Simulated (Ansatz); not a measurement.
# Property card for TaO$_{3}$

These are results of DFT r2SCAN, scalar-relativistic, plane waves, PAW in Ansatz 0.2.0, not measurements.

Cutoff 500 eV; k points 10×10×10 on the computed 4-atom cell (Γ-centred); Gaussian smearing, width 0.10 eV; collinear spin from starting moments 0 0.38 0.38 0.38 μB.

The structure is relaxed at this level of theory with its symmetry kept. Whether it is the stable form of this composition wasn't checked.

Space group Pm-3m (No. 221). a = 3.928 Å, b = 3.928 Å, c = 3.928 Å, α = 90.00°, β = 90.00°, γ = 90.00°
| atom | site | symmetry | x | y | z |
| --- | --- | --- | --- | --- | --- |
| Ta | 1b | m-3m | 0.5000 | 0.5000 | 0.5000 |
| O | 3c | 4/mm.m | 0.0000 | 0.5000 | 0.5000 |

```
Space group                                                       : Pm-3m (No. 221)
Volume per atom                                                   : 15.15 Å³
Formation energy from the elements' standard states (uncorrected) : -2.396 eV/atom
Generalised Kohn–Sham band gap                                    : none (metal)
Density of states at the Fermi level                              : 1.60 states/eV per cell
Löwdin character within 0.5 eV of the Fermi level                 : O 2p 98 %
Bulk modulus                                                      : 203 GPa
Its pressure derivative                                           : 4.3
Bader charges (e)                                                 : Ta (1 in the cell) 3.10, O (3 in the cell) -1.03
Total moment                                                      : 1.00 μB per cell
Site moments (μB; atoms counted from 1 over the whole cell)       : Ta (atom 1) -0.06, O (atom 2) 0.35, O (atom 3) 0.35, O (atom 4) 0.35
```

The state reached may not be the lowest one. Spin-orbit coupling is left out, which matters for the bands of heavy elements.

Only this magnetic start was tried.